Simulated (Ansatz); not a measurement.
Species: O₂S, SMILES `O=S=O` (charge 0, multiplicity 1), formula O2S.

**Question.** How many basis functions does frozen-core CCSD(T)/cc-pVTZ // PBE-D3(BJ)/def2-TZVP (Ansatz, a first-principles code) use, how many core orbitals are frozen, and how many electrons are correlated?

**Answer.** 94 basis functions and 7 frozen orbitals, which leaves 18 correlated electrons. Core time is of the order of seconds.
